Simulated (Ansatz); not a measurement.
Relaxation of H₆OSi₂ (9 atoms, charge 0, multiplicity 1), to a largest force component of 0.02 eV/Å in at most 40 steps.

All numbers below come from RKS PBE-D4/6-31G* (Ansatz).

```xyz
9
Properties=species:S:1:pos:R:3:forces:R:3
Si 0.000 0.000 0.000 0.25 0.75 0.85
O 0.000 0.000 1.680 -1.07 -0.40 0.88
H -0.909 -0.281 2.017 1.33 0.41 -0.34
H 1.377 0.000 -0.486 0.75 0.11 -0.10
H -0.688 1.191 -0.486 -0.32 0.79 -0.45
Si -1.046 -1.812 -0.739 -0.29 -0.64 -0.48
H -1.703 -2.485 0.377 -0.44 -0.45 0.58
H -2.045 -1.427 -1.731 -0.61 0.05 -0.58
H -0.078 -2.717 -1.351 0.41 -0.63 -0.35
```

Q: Where does it end, and by what steps?

A: The run converged. After 11 steps the energy has fallen by 0.346 eV; H7 moved furthest, 0.78 Å.

```
step  energy less start (eV)  largest force component (eV/Å)  accepted
   0                  0.0000                           1.328       yes
   1                 -0.2729                           0.617       yes
   2                 -0.2955                           0.156       yes
   3                 -0.3008                           0.178       yes
   4                 -0.3071                           0.141       yes
   5                 -0.3249                           0.073       yes
   6                 -0.3273                           0.303       yes
   7                 -0.3436                           0.045       yes
   8                 -0.3450                           0.056       yes
   9                 -0.3454                           0.052       yes
  10                 -0.3459                           0.025       yes
  11                 -0.3460                           0.013       yes
```

```xyz
9
Properties=species:S:1:pos:R:3
Si -0.102 0.079 0.048
O 0.372 -0.069 1.660
H -0.344 -0.336 2.266
H 1.164 0.377 -0.695
H -1.058 1.227 -0.167
Si -1.103 -1.872 -0.810
H -2.327 -2.240 -0.017
H -1.527 -1.652 -2.235
H -0.166 -3.045 -0.770
```

Whether the end is a true minimum wasn't checked by a vibrational analysis.

Run time: 24 s on 1 thread of Arm Neoverse V2 (shared host), peak memory 0.12 GiB.
